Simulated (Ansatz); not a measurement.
Process, species as SMILES: OCl (OH-Cl) → HClO+ (doublet, bonded as OCl) + e-
B3LYP-D3(BJ)/def2-TZVP geometries, fixed; electronic energies without zero-point terms.
Largest species:
```
O
H 1 0.9686
Cl 1 1.7015 2 103.27
```
Charge 0, spin multiplicity 1.

Basis-set convergence of the adiabatic ionisation energy at HF with Ansatz (an electronic-structure program). Cartesian d functions, on some or all atoms, in 6-31G*, 6-31+G*, 6-311G**, 6-311+G**; all else is spherical. Open shells are unrestricted. No added dispersion term, no relativity. Functions are those of the species that has most. Reference: the value in aug-pcseg-3, 10.302 eV, itself unsure by roughly 0.003 eV (its mean distance from aug-cc-pV(Q+d)Z, def2-QZVPPD, pcseg-3). Deviations are taken from unrounded values.

| basis | functions | adiabatic ionisation energy (eV) |
|---|---|---|
| 6-31G* | 36 | 10.477 |
| 6-31+G* | 44 | 10.545 |
| def2-SVP | 37 | 10.548 |
| def2-SVPD | 58 | 10.625 |
| pcseg-1 | 37 | 10.649 |
| aug-pcseg-1 | 59 | 10.561 |
| cc-pV(D+d)Z | 42 | 10.462 |
| aug-cc-pV(D+d)Z | 64 | 10.458 |
| 6-311G** | 51 | 10.544 |
| 6-311+G** | 59 | 10.589 |
| def2-TZVP | 74 | 10.312 |
| def2-TZVPD | 95 | 10.319 |
| pcseg-2 | 78 | 10.376 |
| aug-pcseg-2 | 119 | 10.345 |
| cc-pV(T+d)Z | 83 | 10.304 |
| aug-cc-pV(T+d)Z | 124 | 10.320 |
| def2-TZVPP | 87 | 10.316 |
| def2-TZVPPD | 108 | 10.322 |
| cc-pV(Q+d)Z | 149 | 10.297 |
| aug-cc-pV(Q+d)Z | 215 | 10.306 |
| def2-QZVPP | 157 | 10.302 |
| def2-QZVPPD | 178 | 10.306 |
| pcseg-3 | 157 | 10.301 |
| aug-pcseg-3 | 223 | 10.302 |

What the diffuse functions change, pair by pair:
- 6-31G* to 6-31+G*: 8 more functions, deviation 0.175 to 0.243 eV
- def2-SVP to def2-SVPD: 21 more functions, deviation 0.247 to 0.324 eV
- pcseg-1 to aug-pcseg-1: 22 more functions, deviation 0.347 to 0.259 eV
- cc-pV(D+d)Z to aug-cc-pV(D+d)Z: 22 more functions, deviation 0.160 to 0.156 eV
- 6-311G** to 6-311+G**: 8 more functions, deviation 0.242 to 0.287 eV
- def2-TZVP to def2-TZVPD: 21 more functions, deviation 0.010 to 0.017 eV
- pcseg-2 to aug-pcseg-2: 41 more functions, deviation 0.074 to 0.043 eV
- cc-pV(T+d)Z to aug-cc-pV(T+d)Z: 41 more functions, deviation 0.002 to 0.019 eV
- def2-TZVPP to def2-TZVPPD: 21 more functions, deviation 0.014 to 0.020 eV
- cc-pV(Q+d)Z to aug-cc-pV(Q+d)Z: 66 more functions, deviation -0.004 to 0.004 eV
- def2-QZVPP to def2-QZVPPD: 21 more functions, deviation 0.001 to 0.004 eV
- pcseg-3 to aug-pcseg-3: 66 more functions, deviation -0.001 to 0.000 eV

Leaving out the reference's own pair, they bring the value nearer the reference by more than 0.003 eV in 3 of 11 pairs.
